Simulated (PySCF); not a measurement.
**Question.** Give a GFN2-xTB geometry of `CC[NH2+]C`. (Charge +1.)

**Answer.** 
```
atom  x, y, z in Å
C1    -1.8983    0.1698    0.0325
C2    -0.4995    0.1754   -0.5538
N3     0.5056   -0.1632    0.4955
C4     1.8998   -0.1805    0.0099
H5    -2.1621   -0.8094    0.4249
H6    -2.0020    0.9094    0.8229
H7    -2.6164    0.4162   -0.7439
H8    -0.4153   -0.5602   -1.3556
H9    -0.2544    1.1604   -0.9550
H10    0.4166    0.5185    1.2606
H11    0.2670   -1.0840    0.8867
H12    2.1690    0.7972   -0.3848
H13    2.0089   -0.9182   -0.7827
H14    2.5803   -0.4319    0.8208
```

Any rigid rotation of these coordinates is as good. Atoms count from 1 in this order. The 4 heavy atoms lie in one plane (0.000 Å rms). N3 (ammonium nitrogen) is distorted tetrahedral (angles from 106.9° to 114.1°). Of the pairs four or more bonds apart, H5···H11 is among the closest relative to their van der Waals radii: 2.49 Å, 104 % of the sum of Bondi's values.

Bonds between heavy atoms (Å): C1–C2 1.517, C2–N3 1.492, N3–C4 1.476.

The geometry is computed with GFN2-xTB (gas phase).

Point group: Cs (every atom within 0.08 Å of its image). Stationary, but not proved a minimum. Torsions: C1–C2–N3–C4 180°.

One conformer stands for the species.
